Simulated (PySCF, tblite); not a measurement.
# CClF₃: bond homolysis, part 2 of 2

tblite 0.8.0 and PySCF 2.14.0. Atoms count from 0.

## (10) Harmonic vibrations (CClF2 radical): PBE0-D3(BJ)/def2-SVP

The job: settings as JSON, then the geometry in Å.

```
{"job": {"xc": "PBE0", "basis": "def2-SVP", "d3": "d3bj", "grid": 2, "kind": "hessian"}, "charge": 0, "multiplicity": 2}
C      0.053689    -0.145820    -0.111921
F      0.567101    -1.197642     0.478132
F     -0.122783     0.829903     0.746169
Cl    -1.340366    -0.493177    -1.074325
```

The log of the run:

```text
coarse grid: 4888 points
cycle   1  E = -697.0374094491  dE =  6.001e-01  |g| = 5.021e-01  |ddm| = 1.678e+00
cycle   2  E = -696.9188980514  dE =  1.185e-01  |g| = 7.729e-01  |ddm| = 8.705e-01
cycle   3  E = -697.1359343921  dE = -2.170e-01  |g| = 2.784e-02  |ddm| = 5.231e-01
cycle   4  E = -697.1363015593  dE = -3.672e-04  |g| = 1.158e-02  |ddm| = 3.308e-02
cycle   5  E = -697.1363710824  dE = -6.952e-05  |g| = 5.816e-03  |ddm| = 2.326e-02
cycle   6  E = -697.1363903711  dE = -1.929e-05  |g| = 1.514e-03  |ddm| = 7.788e-03
cycle   7  E = -697.1363926605  dE = -2.289e-06  |g| = 4.002e-04  |ddm| = 3.449e-03
final grid: 46168 points
cycle   8  E = -697.2114166161  dE = -1.159e-05  |g| = 1.947e-03  |ddm| = 5.393e-03
cycle   9  E = -697.2114156150  dE =  1.001e-06  |g| = 2.673e-03  |ddm| = 3.333e-03
cycle  10  E = -697.2114181064  dE = -2.491e-06  |g| = 1.881e-04  |ddm| = 1.735e-03
cycle  11  E = -697.2114181210  dE = -1.457e-08  |g| = 3.896e-05  |ddm| = 2.318e-04
cycle  12  E = -697.2114181223  dE = -1.306e-09  |g| = 1.845e-05  |ddm| = 7.222e-05
cycle  13  E = -697.2114181225  dE = -2.181e-10  |g| = 1.067e-05  |ddm| = 3.436e-05
cycle  14  E = -697.2114181225  dE = -6.992e-11  |g| = 2.922e-06  |ddm| = 1.493e-05
converged SCF energy = -697.2114181225

mode    cm-1
  1     373.0
  2     435.0
  3     609.4
  4     792.6
  5    1223.9
  6    1311.9
ZPE 28.386  H(298)-E 40.599  G(298)-E -44.471 kJ/mol  S 285.32 J/(mol K)
```

Run time: 39 s. Hardware: 1 thread of Intel Xeon Platinum 8375C at 2.90GHz, shared host; peak memory 0.88 GiB.

Zero-point energy 28.39 kJ/mol (xTB gave 24.59).

## (11) Single point (CClF₂ radical): M06-2X/def2-TZVP

Geometry: PBE0-D3(BJ)/def2-SVP.

The job: settings as JSON, then the geometry in Å.

```
{"job": {"kind": "sp", "xc": "M06-2X", "basis": "def2-TZVP", "grid": 3}, "charge": 0, "multiplicity": 2}
C      0.053689    -0.145820    -0.111921
F      0.567101    -1.197642     0.478132
F     -0.122783     0.829903     0.746169
Cl    -1.340366    -0.493177    -1.074325
```

The log of the run:

```text
coarse grid: 22096 points
cycle   1  E = -697.8236564679  dE =  6.862e-01  |g| = 5.236e-01  |ddm| = 1.434e+00
cycle   2  E = -697.7801175196  dE =  4.354e-02  |g| = 6.780e-01  |ddm| = 7.551e-01
cycle   3  E = -697.9369461640  dE = -1.568e-01  |g| = 3.688e-02  |ddm| = 3.159e-01
cycle   4  E = -697.9379127196  dE = -9.666e-04  |g| = 1.734e-02  |ddm| = 5.161e-02
cycle   5  E = -697.9381994288  dE = -2.867e-04  |g| = 8.316e-03  |ddm| = 3.642e-02
cycle   6  E = -697.9382702369  dE = -7.081e-05  |g| = 3.471e-03  |ddm| = 1.490e-02
cycle   7  E = -697.9382879431  dE = -1.771e-05  |g| = 7.783e-04  |ddm| = 9.426e-03
cycle   8  E = -697.9382890480  dE = -1.105e-06  |g| = 2.630e-04  |ddm| = 1.880e-03
final grid: 61528 points
cycle   9  E = -697.9396051464  dE = -6.731e-06  |g| = 1.677e-03  |ddm| = 6.928e-03
cycle  10  E = -697.9396056087  dE = -4.623e-07  |g| = 1.082e-03  |ddm| = 1.743e-03
cycle  11  E = -697.9396059005  dE = -2.919e-07  |g| = 2.404e-04  |ddm| = 6.880e-04
cycle  12  E = -697.9396059212  dE = -2.069e-08  |g| = 6.343e-05  |ddm| = 1.391e-04
cycle  13  E = -697.9396059250  dE = -3.773e-09  |g| = 1.983e-05  |ddm| = 7.985e-05
converged SCF energy = -697.9396059250
```

It took 11 s on 1 thread of Intel Xeon Platinum 8375C at 2.90GHz, shared host; peak memory 0.53 GiB.

## (12) Relaxing the molecule with GFN2-xTB

This step treats CF3 radical, labelled `F[C](F)F` (the label fixes atoms and charge, not where charge and spin sit).

The job: settings as JSON, then the geometry in Å.

```
{"job": {"kind": "relax", "xc": "GFN2-xTB", "basis": "xTB"}, "charge": 0, "multiplicity": 2}
F      0.894200     1.014400    -0.122000
C      0.066600    -0.014300    -0.046000
F      0.122500    -0.692200    -1.160500
F      0.515500    -0.798000     0.916000
```

The log of the run:

```text
step      E/eV     max force
  0    -442.08386    1.290
  1    -442.13161    0.944
  2    -442.18168    0.276
  3    -442.18355    0.058
  4    -442.18363    0.016
  5    -442.18364    0.012
  6    -442.18366    0.007
```

Wall time 0.02 s (1 thread of Intel Xeon Platinum 8375C at 2.90GHz, shared host).

Along the way:

```
step  energy from step 0 (eV)  largest force (eV/Å)
   0                   0.0000                1.2902
   1                  -0.0478                0.9436
   2                  -0.0978                0.2757
   3                  -0.0997                0.0576
   4                  -0.0998                0.0162
   5                  -0.0998                0.0121
   6                  -0.0998                0.0071
```

Distances of close pairs at the start and the end, largest changes first:

```
 bond  before (Å)  after (Å)  change (Å)
C1–F2       1.306      1.320      +0.014
F0–C1       1.322      1.320      -0.002
C1–F3       1.320      1.320      +0.000
```

The final coordinates are the input of the step that follows.

## (13) Vibrational analysis with GFN2-xTB

The job: settings as JSON, then the geometry in Å.

```
{"job": {"kind": "ir", "xc": "GFN2-xTB", "basis": "xTB"}, "charge": 0, "multiplicity": 2}
F      0.879352     1.051457    -0.127134
C      0.135427    -0.036215    -0.049396
F      0.092335    -0.693296    -1.193305
F      0.491815    -0.812092     0.957289
```

The log of the run:

```text
mode    cm-1     km/mol
  1     435.7     12.73
  2     435.8     12.74
  3     531.7     28.13
  4    1014.3      8.53
  5    1207.3    342.54
  6    1207.8    342.57
ZPE 28.906  H(298)-E 40.978  G(298)-E -38.859 kJ/mol  S 267.78 J/(mol K)
```

Wall time 0.1 s (1 thread of Intel Xeon Platinum 8375C at 2.90GHz, shared host).

The strongest bands and the atoms that carry them (share of the mass-weighted mode):

```
cm⁻¹  km/mol                               atoms
 436    12.7           F2 36 %, F0 33 %, F3 22 %
 436    12.7           F3 39 %, F0 28 %, F2 24 %
 532    28.1  C1 46 %, F3 18 %, F2 18 %, F0 18 %
1014     8.5  C1 36 %, F0 21 %, F3 21 %, F2 21 %
1207   342.5           C1 71 %, F0 15 %, F3 14 %
1208   342.6                    C1 71 %, F2 19 %
```

## (14) Relaxing the molecule at PBE0-D3(BJ)/def2-SVP

This step treats CF₃ radical, labelled `F[C](F)F` (the label fixes atoms and charge, not where charge and spin sit).

The job: settings as JSON, then the geometry in Å.

```
{"job": {"xc": "PBE0", "basis": "def2-SVP", "d3": "d3bj", "grid": 1, "kind": "geom"}, "charge": 0, "multiplicity": 2}
F      0.879352     1.051457    -0.127134
C      0.135427    -0.036215    -0.049396
F      0.092335    -0.693296    -1.193305
F      0.491815    -0.812092     0.957289
```

The log of the run:

```text
step   0  E = -336.98245952  max force = 0.011253
step   1  E = -336.98200344  max force = 0.019075
step   2  E = -336.98292713  max force = 0.004275
step   3  E = -336.98296397  max force = 0.000388
step   4  E = -336.98296482  max force = 0.000131
optimisation converged
```

Run time: 7.6 s. Hardware: 1 thread of Intel Xeon Platinum 8375C at 2.90GHz, shared host.

Step by step: (the energy doesn't fall at every step)

```
step  energy from step 0 (eV)  largest force component (eV/Å)
   0                   0.0000                          0.5787
   1                   0.0124                          0.9809
   2                  -0.0127                          0.2198
   3                  -0.0137                          0.0200
   4                  -0.0137                          0.0067
```

Distances of close pairs at the start and the end, largest changes first:

```
 bond  before (Å)  after (Å)  change (Å)
F0–C1       1.320      1.311      -0.009
C1–F3       1.320      1.311      -0.009
C1–F2       1.320      1.311      -0.009
```

The next job starts from the end point, and lists it.

```
                         at the end point                  value
  point group (found at 0.08 Å tolerance)                    C3v
rotational constants (GHz, main isotopes)  10.962, 10.959, 5.667
                        dipole moment (D)                   0.23
                                     ⟨S²⟩                  0.752
```

## (15) Harmonic vibrations (CF3 radical): PBE0-D3(BJ)/def2-SVP

The job: settings as JSON, then the geometry in Å.

```
{"job": {"xc": "PBE0", "basis": "def2-SVP", "d3": "d3bj", "grid": 2, "kind": "hessian"}, "charge": 0, "multiplicity": 2}
F      0.873113     1.039013    -0.136001
C      0.125544    -0.033841    -0.046502
F      0.097909    -0.695190    -1.177876
F      0.502363    -0.800128     0.947833
```

The log of the run:

```text
coarse grid: 4344 points
cycle   1  E = -336.8258211726  dE =  6.570e-01  |g| = 5.666e-01  |ddm| = 1.650e+00
cycle   2  E = -336.7198843960  dE =  1.059e-01  |g| = 8.157e-01  |ddm| = 8.686e-01
cycle   3  E = -336.9393809861  dE = -2.195e-01  |g| = 3.157e-02  |ddm| = 5.019e-01
cycle   4  E = -336.9397390484  dE = -3.581e-04  |g| = 9.380e-03  |ddm| = 2.837e-02
cycle   5  E = -336.9397876822  dE = -4.863e-05  |g| = 2.104e-03  |ddm| = 1.610e-02
cycle   6  E = -336.9397911422  dE = -3.460e-06  |g| = 6.108e-04  |ddm| = 3.153e-03
final grid: 46024 points
cycle   7  E = -336.9830246780  dE = -1.574e-05  |g| = 2.132e-03  |ddm| = 5.161e-03
cycle   8  E = -336.9830235988  dE =  1.079e-06  |g| = 2.842e-03  |ddm| = 2.831e-03
cycle   9  E = -336.9830261745  dE = -2.576e-06  |g| = 8.315e-05  |ddm| = 1.632e-03
cycle  10  E = -336.9830261791  dE = -4.579e-09  |g| = 3.157e-05  |ddm| = 9.570e-05
cycle  11  E = -336.9830261797  dE = -6.914e-10  |g| = 1.795e-05  |ddm| = 4.248e-05
cycle  12  E = -336.9830261799  dE = -1.232e-10  |g| = 9.190e-06  |ddm| = 1.824e-05
cycle  13  E = -336.9830261799  dE = -3.257e-11  |g| = 1.560e-06  |ddm| = 7.995e-06
converged SCF energy = -336.9830261799

mode    cm-1
  1     521.6
  2     521.7
  3     714.6
  4    1128.0
  5    1335.3
  6    1335.7
ZPE 33.238  H(298)-E 44.639  G(298)-E -34.088 kJ/mol  S 264.05 J/(mol K)
```

Wall time 31 s (1 thread of Intel Xeon Platinum 8375C at 2.90GHz, shared host); peak memory 0.81 GiB.

Zero-point energy 33.24 kJ/mol (xTB gave 28.91).

## (16) Single point (CF3 radical): M06-2X/def2-TZVP

Geometry: PBE0-D3(BJ)/def2-SVP.

The job: settings as JSON, then the geometry in Å.

```
{"job": {"kind": "sp", "xc": "M06-2X", "basis": "def2-TZVP", "grid": 3}, "charge": 0, "multiplicity": 2}
F      0.873113     1.039013    -0.136001
C      0.125544    -0.033841    -0.046502
F      0.097909    -0.695190    -1.177876
F      0.502363    -0.800128     0.947833
```

The log of the run:

```text
coarse grid: 21080 points
cycle   1  E = -337.4775634090  dE =  7.267e-01  |g| = 5.740e-01  |ddm| = 1.449e+00
cycle   2  E = -337.4610791354  dE =  1.648e-02  |g| = 6.804e-01  |ddm| = 7.486e-01
cycle   3  E = -337.5980685809  dE = -1.370e-01  |g| = 4.783e-02  |ddm| = 2.758e-01
cycle   4  E = -337.5990481684  dE = -9.796e-04  |g| = 1.509e-02  |ddm| = 4.214e-02
cycle   5  E = -337.5992811682  dE = -2.330e-04  |g| = 4.089e-03  |ddm| = 3.689e-02
cycle   6  E = -337.5993088060  dE = -2.764e-05  |g| = 1.110e-03  |ddm| = 1.174e-02
cycle   7  E = -337.5993104921  dE = -1.686e-06  |g| = 2.881e-04  |ddm| = 2.386e-03
final grid: 56904 points
cycle   8  E = -337.5998526217  dE = -4.346e-06  |g| = 1.290e-03  |ddm| = 4.462e-03
cycle   9  E = -337.5998527854  dE = -1.638e-07  |g| = 1.117e-03  |ddm| = 1.070e-03
cycle  10  E = -337.5998530881  dE = -3.027e-07  |g| = 1.743e-04  |ddm| = 4.204e-04
cycle  11  E = -337.5998531007  dE = -1.259e-08  |g| = 5.659e-05  |ddm| = 1.166e-04
cycle  12  E = -337.5998531032  dE = -2.537e-09  |g| = 1.519e-05  |ddm| = 6.312e-05
converged SCF energy = -337.5998531032
```

Wall time 8.1 s (1 thread of Intel Xeon Platinum 8375C at 2.90GHz, shared host).

## (17) Bond homolysis: M06-2X/def2-TZVP

This step combines the energies above: geometries from PBE0-D3(BJ)/def2-SVP, zero-point and thermal terms from PBE0-D3(BJ)/def2-SVP.

The job: settings as JSON, then the geometry in Å.

```
{"job": {"kind": "bd", "cap": 8, "geom": {"xc": "PBE0", "basis": "def2-SVP", "d3": "d3bj", "grid": 1}, "hess": 1, "level": {"xc": "M06-2X", "basis": "def2-TZVP", "grid": 3}}, "charge": 0, "multiplicity": 1}
F      0.877983     1.020515    -0.116765
C      0.077364    -0.022933    -0.022951
F      0.105080    -0.684629    -1.163725
F      0.518034    -0.812644     0.936603
Cl    -1.563542     0.503957     0.332658
```

Output (the driver's rows laid out field by field):

```text
homolysis bond by bond, M06-2X/def2-TZVP // PBE0-D3(BJ)/def2-SVP

row 1
  atoms                   0 1
  elements                F C
  length                  1.3186
  fragments               formula F, charge 0, multiplicity 2, smiles [F], kept yes, pieces 1; formula CClF2, charge 0, multiplicity 2, smiles F[C](F)Cl, kept yes, pieces 1, point_group Cs, largest_spin C 0.79
  electronic              523.38
  zero_kelvin             510.61
  enthalpy                515.38
  free_energy             467.29

row 2
  atoms                   1 4
  elements                C Cl
  length                  1.7597
  fragments               formula CF3, charge 0, multiplicity 2, smiles F[C](F)F, kept yes, pieces 1, point_group C3v, largest_spin C 0.805; formula Cl, charge 0, multiplicity 2, smiles [Cl], kept yes, pieces 1
  electronic              368.04
  zero_kelvin             360.12
  enthalpy                364.08
  free_energy             320.06
```

It took 3.1 min on 1 thread of Intel Xeon Platinum 8375C at 2.90GHz, shared host.

Some single points behind these values are not shown above.

Dissociation energies (kJ/mol, gas phase, 298 K for the thermal columns):

```
  bond        fragments  electronic  enthalpy  free energy
 F0–C1  [F] + F[C](F)Cl       523.4     515.4        467.3
C1–Cl4  F[C](F)F + [Cl]       368.0     364.1        320.1
```

## (18) Summary of results

What follows sums up all 2 parts.

| quantity | value |
| --- | --- |
| strongest single infrared mode (GFN2-xTB) | 1106 cm⁻¹, 286 km/mol |
| zero-point energy (GFN2-xTB) | 8.4 kcal/mol |
| point group | C3v |
| rotational constants (main isotopes) | 5.78, 3.34, 3.34 GHz |
| bond enthalpy (ΔH), F0–C1 (M06-2X/def2-TZVP) | 515.4 kJ/mol |
| bond enthalpy (ΔH), C1–Cl4 (M06-2X/def2-TZVP) | 364.1 kJ/mol |

All 9 modes are real, so the xTB geometry is a minimum. GFN2-xTB is a fitted tight-binding method: band positions and strengths are rough. Its intensities can rank the bands wrongly. Relaxing lowered the energy by 0.007 eV in 5 steps; the close pair that moved most is C1–Cl4, from 1.775 to 1.760 Å (PBE0/def2-SVP). At M06-2X/def2-TZVP the bond enthalpy (ΔH) runs from 364.1 kJ/mol (C1–Cl4) to 515.4 kJ/mol (F0–C1).
